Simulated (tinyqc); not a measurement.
RHF in the sto-3g basis, for H2O, spin multiplicity 1, step by step. One step of it, computed by the program tinyqc.

Problem. Iteration 2: diagonalisation and new density. Diagonalise F' = X^T F X, C = X C', fill 5 alpha and 5 beta electrons from the bottom; D = 2 C_occ C_occ^T. Each column has its largest component positive (the first on a tie).

extrapolated F (hartree), order 1O 1s, 1O 2s, 1O 2px, 1O 2py, 1O 2pz, 2H 1s, 3H 1s:
$$\begin{pmatrix}
-20.020513 & -5.120874 & 0.000000 & 0.000000 & -0.026819 & -1.099562 & -1.099562 \\
-5.120874 & -2.337772 & 0.000000 & 0.000000 & -0.121172 & -0.943351 & -0.943351 \\
0.000000 & 0.000000 & -0.276424 & 0.000000 & 0.000000 & 0.000000 & 0.000000 \\
0.000000 & 0.000000 & 0.000000 & -0.264776 & 0.000000 & -0.391592 & 0.391592 \\
-0.026819 & -0.121172 & 0.000000 & 0.000000 & -0.254238 & -0.313366 & -0.313366 \\
-1.099562 & -0.943351 & 0.000000 & -0.391592 & -0.313366 & -0.496329 & -0.319916 \\
-1.099562 & -0.943351 & 0.000000 & 0.391592 & -0.313366 & -0.319916 & -0.496329
\end{pmatrix}$$

X, order 1O 1s, 1O 2s, 1O 2px, 1O 2py, 1O 2pz, 2H 1s, 3H 1s:
$$\begin{pmatrix}
-0.317774 & 0.000000 & 0.754749 & 0.000000 & -0.610099 & 0.000000 & 0.164684 \\
1.159944 & 0.000000 & -0.270002 & 0.000000 & -0.274276 & 0.000000 & 0.440916 \\
0.000000 & 0.000000 & 0.000000 & 1.000000 & 0.000000 & 0.000000 & 0.000000 \\
0.000000 & 0.946778 & 0.000000 & 0.000000 & 0.000000 & 0.669918 & 0.000000 \\
0.481086 & 0.000000 & 0.649776 & 0.000000 & 0.662539 & 0.000000 & 0.182781 \\
-0.728204 & -0.838414 & -0.165084 & 0.000000 & 0.133525 & 0.378252 & 0.375609 \\
-0.728204 & 0.838414 & -0.165084 & 0.000000 & 0.133525 & -0.378252 & 0.375609
\end{pmatrix}$$

Give: F' = X^T F X; orbital energies; coefficients C; D after iteration 2.

Solution.

F' = X^T F X (hartree):
$$\begin{pmatrix}
0.1651 & 0.0000 & 1.6858 & 0.0000 & -1.2366 & 0.0000 & 0.2437 \\
0.0000 & 0.7580 & 0.0000 & 0.0000 & 0.0000 & 0.1034 & 0.0000 \\
1.6858 & 0.0000 & -9.1093 & 0.0000 & 8.7829 & 0.0000 & -4.0199 \\
0.0000 & 0.0000 & 0.0000 & -0.2764 & 0.0000 & 0.0000 & 0.0000 \\
-1.2366 & 0.0000 & 8.7829 & 0.0000 & -9.0311 & 0.0000 & 4.1288 \\
0.0000 & 0.1034 & 0.0000 & 0.0000 & 0.0000 & -0.5662 & 0.0000 \\
0.2437 & 0.0000 & -4.0199 & 0.0000 & 4.1288 & 0.0000 & -2.9841
\end{pmatrix}$$

orbital energies (hartree): MO1 -20.0297, MO2 -1.1729, MO3 -0.5742, MO4 -0.3435, MO5 -0.2764, MO6 0.5867, MO7 0.7660

coefficients C, order 1O 1s, 1O 2s, 1O 2px, 1O 2py, 1O 2pz, 2H 1s, 3H 1s:
$$\begin{pmatrix}
0.9940 & -0.2302 & 0.0000 & 0.1034 & 0.0000 & -0.1349 & 0.0000 \\
0.0267 & 0.8192 & 0.0000 & -0.5254 & 0.0000 & 0.8604 & 0.0000 \\
0.0000 & 0.0000 & 0.0000 & 0.0000 & 1.0000 & 0.0000 & 0.0000 \\
0.0000 & 0.0000 & 0.5947 & 0.0000 & 0.0000 & 0.0000 & 0.9958 \\
0.0038 & 0.1273 & 0.0000 & 0.7949 & 0.0000 & 0.6913 & 0.0000 \\
-0.0058 & 0.1768 & 0.4420 & 0.2732 & 0.0000 & -0.7814 & -0.8066 \\
-0.0058 & 0.1768 & -0.4420 & 0.2732 & 0.0000 & -0.7814 & 0.8066
\end{pmatrix}$$

D after iteration 2, order 1O 1s, 1O 2s, 1O 2px, 1O 2py, 1O 2pz, 2H 1s, 3H 1s:
$$\begin{pmatrix}
2.1035 & -0.4328 & 0.0000 & 0.0000 & 0.1133 & -0.0364 & -0.0364 \\
-0.4328 & 1.8956 & 0.0000 & 0.0000 & -0.6266 & 0.0023 & 0.0023 \\
0.0000 & 0.0000 & 2.0000 & 0.0000 & 0.0000 & 0.0000 & 0.0000 \\
0.0000 & 0.0000 & 0.0000 & 0.7073 & 0.0000 & 0.5257 & -0.5257 \\
0.1133 & -0.6266 & 0.0000 & 0.0000 & 1.2963 & 0.4793 & 0.4793 \\
-0.0364 & 0.0023 & 0.0000 & 0.5257 & 0.4793 & 0.6025 & -0.1788 \\
-0.0364 & 0.0023 & 0.0000 & -0.5257 & 0.4793 & -0.1788 & 0.6025
\end{pmatrix}$$
